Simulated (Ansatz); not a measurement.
Relaxing Ba₂Sr

The calculation used DFT PBE, scalar-relativistic, plane waves, PAW in Ansatz 0.2.0. Cutoff 420 eV, Γ-centred k mesh, Gaussian smearing, no spin polarisation in the final step.

The start puts Ba₂Sr on the CaCl2 structure type (Pnnm, No. 58), with Sr in place of Ca, Ba in place of Cl, at a guessed volume.

```yaml
crystal:
  lattice:
    - [6.89423, 0.00000, 0.00000]
    - [0.00000, 7.10415, 0.00000]
    - [0.00000, 0.00000, 4.64035]
  atoms:
    - { symbol: Ba, position: [0.22500, 0.82500, 0.50000] }
    - { symbol: Ba, position: [0.72500, 0.67500, 0.00000] }
    - { symbol: Ba, position: [0.77500, 0.17500, 0.50000] }
    - { symbol: Ba, position: [0.27500, 0.32500, 0.00000] }
    - { symbol: Sr, position: [0.50000, 0.50000, 0.50000] }
    - { symbol: Sr, position: [0.00000, 0.00000, 0.00000] }
```

Cell and atoms relax at zero pressure; the relaxation can't lower the symmetry of the start. After a coarse first stage the cell is made exact in the group found at 0.06 Å.

Energies over the elements count from the elements' standard structures at the same level, with no empirical corrections.

Task: What does it relax into?

Result: It ends in Immm (No. 71). Conventional cell: a = 4.150 Å, b = 7.326 Å, c = 12.088 Å. Around Ba lie 7 Ba at 4.15–4.55 Å and 4 Sr at 4.25–4.41 Å; around Sr lie 2 Sr at 4.15 Å and 8 Ba at 4.25–4.41 Å.

```cif
data_structure
_symmetry_space_group_name_H-M 'Immm'
_symmetry_Int_Tables_number 71
_cell_length_a 4.1501
_cell_length_b 7.3264
_cell_length_c 12.0885
_cell_angle_alpha 90.000
_cell_angle_beta 90.000
_cell_angle_gamma 90.000
_cell_volume 367.55
loop_
_atom_site_label
_atom_site_type_symbol
_atom_site_symmetry_multiplicity
_atom_site_Wyckoff_symbol
_atom_site_fract_x
_atom_site_fract_y
_atom_site_fract_z
_atom_site_occupancy
Ba1 Ba 4 j 0.50000 0.00000 0.67849 1
Sr1 Sr 2 a 0.00000 0.00000 0.00000 1
```

Task: What are its volume, energy, density and gap?

Result: The volume per atom is 61.26 Å³ and the density is 3.27 g/cm³. The energy over the elements is 0.08 eV/atom and the gap on the 12×12×12 mesh is 0 eV (a metal).

The final run used a 12×12×12 mesh on its 3-atom cell and 0.10 eV smearing. For metals, differences of a few meV/atom aren't resolved. A structure relaxed within its symmetry needn't be a true minimum.

Cost: 3 runs of about 7.2 core-minutes in all, on Intel Xeon 6975P-C (Granite Rapids) (shared hosts).